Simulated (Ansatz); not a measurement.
Process, species as SMILES: [O+]#[Si-] (O-Si) → OSi+ (doublet, bonded as [Si-]#[O+]) + e-
B3LYP-D3(BJ)/def2-TZVP geometries, fixed; electronic energies without zero-point terms.
Largest species:
```xyz
2

Si     0.0000     0.0000    -0.5502
O      0.0000     0.0000     0.9629
```
Charge 0, spin multiplicity 1.

Basis-set convergence of the adiabatic ionisation energy at B2PLYP with Ansatz (a quantum-chemistry and plane-wave program). Cartesian d functions, on some or all atoms, in 6-311G**, 6-311+G**; all else is spherical. Cores are frozen. Open shells are unrestricted. No added dispersion term, no relativity. Functions are those of the species that has most. Reference: the value in aug-cc-pV(5+d)Z, 11.877 eV, itself unsure by roughly 0.012 eV (its mean distance from pcseg-4, aug-pcseg-3, aug-cc-pV(Q+d)Z). Deviations are taken from unrounded values.

```json
[
 {"basis": "def2-SVP", "functions": "32", "adiabatic ionisation energy (eV)": "11.629"},
 {"basis": "def2-SVPD", "functions": "47", "adiabatic ionisation energy (eV)": "11.832"},
 {"basis": "pcseg-1", "functions": "32", "adiabatic ionisation energy (eV)": "11.689"},
 {"basis": "aug-pcseg-1", "functions": "50", "adiabatic ionisation energy (eV)": "11.809"},
 {"basis": "cc-pV(D+d)Z", "functions": "37", "adiabatic ionisation energy (eV)": "11.640"},
 {"basis": "aug-cc-pV(D+d)Z", "functions": "55", "adiabatic ionisation energy (eV)": "11.880"},
 {"basis": "6-311G**", "functions": "45", "adiabatic ionisation energy (eV)": "11.693"},
 {"basis": "6-311+G**", "functions": "53", "adiabatic ionisation energy (eV)": "11.812"},
 {"basis": "pcseg-2", "functions": "64", "adiabatic ionisation energy (eV)": "11.799"},
 {"basis": "aug-pcseg-2", "functions": "96", "adiabatic ionisation energy (eV)": "11.833"},
 {"basis": "def2-TZVP", "functions": "68", "adiabatic ionisation energy (eV)": "11.813"},
 {"basis": "def2-TZVPD", "functions": "83", "adiabatic ionisation energy (eV)": "11.847"},
 {"basis": "cc-pV(T+d)Z", "functions": "69", "adiabatic ionisation energy (eV)": "11.788"},
 {"basis": "aug-cc-pV(T+d)Z", "functions": "101", "adiabatic ionisation energy (eV)": "11.855"},
 {"basis": "def2-TZVPP", "functions": "73", "adiabatic ionisation energy (eV)": "11.816"},
 {"basis": "def2-TZVPPD", "functions": "88", "adiabatic ionisation energy (eV)": "11.849"},
 {"basis": "cc-pV(Q+d)Z", "functions": "119", "adiabatic ionisation energy (eV)": "11.846"},
 {"basis": "aug-cc-pV(Q+d)Z", "functions": "169", "adiabatic ionisation energy (eV)": "11.870"},
 {"basis": "pcseg-3", "functions": "124", "adiabatic ionisation energy (eV)": "11.854"},
 {"basis": "aug-pcseg-3", "functions": "174", "adiabatic ionisation energy (eV)": "11.860"},
 {"basis": "def2-QZVPP", "functions": "127", "adiabatic ionisation energy (eV)": "11.855"},
 {"basis": "def2-QZVPPD", "functions": "142", "adiabatic ionisation energy (eV)": "11.861"},
 {"basis": "cc-pV(5+d)Z", "functions": "191", "adiabatic ionisation energy (eV)": "11.869"},
 {"basis": "aug-cc-pV(5+d)Z", "functions": "263", "adiabatic ionisation energy (eV)": "11.877"}
]
```

What the diffuse functions change, pair by pair:
- def2-SVP to def2-SVPD: 15 more functions, deviation -0.249 to -0.045 eV
- pcseg-1 to aug-pcseg-1: 18 more functions, deviation -0.189 to -0.069 eV
- cc-pV(D+d)Z to aug-cc-pV(D+d)Z: 18 more functions, deviation -0.237 to 0.002 eV
- 6-311G** to 6-311+G**: 8 more functions, deviation -0.185 to -0.065 eV
- pcseg-2 to aug-pcseg-2: 32 more functions, deviation -0.078 to -0.044 eV
- def2-TZVP to def2-TZVPD: 15 more functions, deviation -0.065 to -0.031 eV
- cc-pV(T+d)Z to aug-cc-pV(T+d)Z: 32 more functions, deviation -0.089 to -0.023 eV
- def2-TZVPP to def2-TZVPPD: 15 more functions, deviation -0.062 to -0.028 eV
- cc-pV(Q+d)Z to aug-cc-pV(Q+d)Z: 50 more functions, deviation -0.031 to -0.008 eV
- pcseg-3 to aug-pcseg-3: 50 more functions, deviation -0.024 to -0.018 eV
- def2-QZVPP to def2-QZVPPD: 15 more functions, deviation -0.022 to -0.017 eV
- cc-pV(5+d)Z to aug-cc-pV(5+d)Z: 72 more functions, deviation -0.008 to 0.000 eV

Leaving out the reference's own pair, they bring the value nearer the reference by more than 0.012 eV in 9 of 11 pairs.
